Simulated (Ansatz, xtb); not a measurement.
**A geometry optimisation of AlH3NO with r2SCAN-D4/def2-SVP**

The starting geometry of this gas-phase doublet was built from a drawn formula by distance geometry and a force field; its bonds are those of `[O][NH][AlH2]`.

```xyz
6

Al   -2.2375    0.5511   -1.3366
N    -2.3237   -0.2810   -3.1013
O    -2.3220    0.7220   -4.0409
H    -1.4170   -0.8378   -3.2445
H    -2.0887   -0.3251   -0.0721
H    -2.1933    2.1390   -1.2869
```

Task: Where would you expect an optimisation with r2SCAN-D4/def2-SVP to take it?

Result: It keeps its bonds, and is `[O][NH][AlH2]`.

The energy falls by 0.75 eV over 10 steps:

| step | E − E(last) (eV) |
| --- | --- |
| 1 | 0.747 |
| 2 | 0.392 |
| 3 | 0.229 |
| 4 | 0.127 |
| 5 | 0.060 |
| 6 | 0.015 |
| 7 | 0.002 |
| 8 | 0.001 |
| 9 | 0.000 |
| 10 | 0.000 |

Final geometry (Å):

```xyz
6

Al   -2.1658    0.6443   -1.3379
N    -2.0122   -0.0673   -3.0281
O    -2.1552    0.6698   -4.0743
H    -1.8104   -1.0598   -3.2476
H    -1.9616   -0.4025   -0.1683
H    -2.4770    2.1838   -1.2262
```

From the same start GFN2-xTB ends elsewhere, differing in Al1–O3 (1.81 against 2.74 Å here).

No frequencies were run, so the end isn't proven a minimum. Open shells are spin-unrestricted. Run with Ansatz 0.2.0, 22 s on 1 thread of Intel(R) Xeon(R) 6975P-C (Granite Rapids), with other jobs on the host.
